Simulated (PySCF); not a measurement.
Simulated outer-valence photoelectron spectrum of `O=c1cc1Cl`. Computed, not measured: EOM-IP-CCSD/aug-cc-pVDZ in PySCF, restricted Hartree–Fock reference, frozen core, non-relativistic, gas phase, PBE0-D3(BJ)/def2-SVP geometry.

Each root has a Gaussian of 0.8 eV full width with its one-hole share as area; cross sections and vibrations are left out, and the highest printed point is 100.

| ionisation energy (eV) | intensity |
| --- | --- |
| 8.6 | 0 |
| 8.8 | 2 |
| 9.0 | 8 |
| 9.2 | 21 |
| 9.4 | 40 |
| 9.6 | 52 |
| 9.8 | 49 |
| 10.0 | 33 |
| 10.2 | 21 |
| 10.4 | 23 |
| 10.6 | 38 |
| 10.8 | 51 |
| 11.0 | 50 |
| 11.2 | 35 |
| 11.4 | 18 |
| 11.6 | 11 |
| 11.8 | 17 |
| 12.0 | 33 |
| 12.2 | 49 |
| 12.4 | 53 |
| 12.6 | 43 |
| 12.8 | 35 |
| 13.0 | 38 |
| 13.2 | 49 |
| 13.4 | 52 |
| 13.6 | 40 |
| 13.8 | 24 |
| 14.0 | 16 |
| 14.2 | 24 |
| 14.4 | 44 |
| 14.6 | 65 |
| 14.8 | 82 |
| 15.0 | 93 |
| 15.2 | 100 |
| 15.4 | 95 |
| 15.6 | 75 |
| 15.8 | 51 |
| 16.0 | 38 |
| 16.2 | 42 |
| 16.4 | 51 |
| 16.6 | 49 |
| 16.8 | 34 |
| 17.0 | 17 |
| 17.2 | 6 |
| 17.4 | 1 |
| 17.6 | 0 |

Q: Where are the maxima, and how many lines lie under the curve?

A: 6 maxima, at 9.7, 10.9, 12.3, 13.3, 15.2 and 16.5 eV, from 8 lines. At this width some lines have no maximum of their own.

Q: List the lines with their holes.

A: 
```tsv
E (eV)	leading hole (HF orbital)	area	Koopmans (eV)
9.66	HOMO	0.95	11.00
10.89	HOMO-1	0.95	11.34
12.33	HOMO-2	0.95	13.46
13.35	HOMO-3	0.94	14.49
14.66	HOMO-4	0.94	16.34
15.18	HOMO-6	0.93	17.04
15.51	HOMO-5	0.92	16.68
16.50	HOMO-7	0.93	18.72
```

The widest gap, 1.44 eV, lies between 10.89 and 12.33 eV. Only orbitals with −ε under 21 eV, eight at most, were ionised, so the high end of the curve may lack lines.
